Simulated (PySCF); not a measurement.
The numbers below are computed, except where a source is named.
A vibrational averaging run on (Z)-2-Butenenitrile, C4H5N, SMILES C/C=C\C#N. A sound run at B3LYP/pcSseg-1 gave B0 = 12177, 3400, 2699 MHz, harmonic ZPE 17279 cm⁻¹, lowest mode 153 cm⁻¹ and averaged shieldings 154.74, 15.27, 69.30, 59.58, -73.53, 28.92, 28.92, 28.31, 24.63, 25.86 ppm.

Input of the run in question:

```
{"job": {"xc": "B3LYP", "basis": "pcSseg-1", "grid": 2, "temperatures": [350, 400], "drop_cubic": true, "kind": "iso"}, "charge": 0, "multiplicity": 1}
C     -1.316465     0.025685     0.016851
C     -0.057147    -0.759724     0.174667
C      1.195089    -0.302146     0.035308
C      1.516095     1.048860    -0.295663
N      1.796856     2.138810    -0.563270
H     -1.904500    -0.007845     0.943230
H     -1.944767    -0.416099    -0.767480
H     -1.125928     1.072003    -0.237356
H     -0.168084    -1.813645     0.429416
H      2.044382    -0.967283     0.174185
```

Command: OMP_NUM_THREADS=1 python ens_run.py task.json out

Output:

```
parent
  Be/MHz 12241.732 3408.734 2710.907
  B0/MHz 12249.991 3411.792 2710.996
  ZPE/cm-1 17278.6
  <sigma>(0 K)/ppm 153.704 15.878 70.479 59.371 -74.570 28.721 28.722 28.138 24.703 25.973
15N at atom 4
  Be/MHz 12152.985 3312.962 2645.801
  B0/MHz 12161.335 3315.933 2645.91
  ZPE/cm-1 17255.6
  <sigma>(0 K)/ppm 153.698 15.872 70.482 59.410 -74.456 28.720 28.720 28.136 24.702 25.973
```

What is doubtful here, and how much did it matter?

The setting at fault: cubic force constants left out. The isotope effects on the shieldings at 0 K read -6, -6, 3, 39, 114, -2, -2, -2, -1, 0 ppb against 12, -1, 5, 21, 68, 1, 1, 1, 0, 0 ppb in the sound run, and B0 − Be of the smallest constant 0.089 against -11.5 MHz.
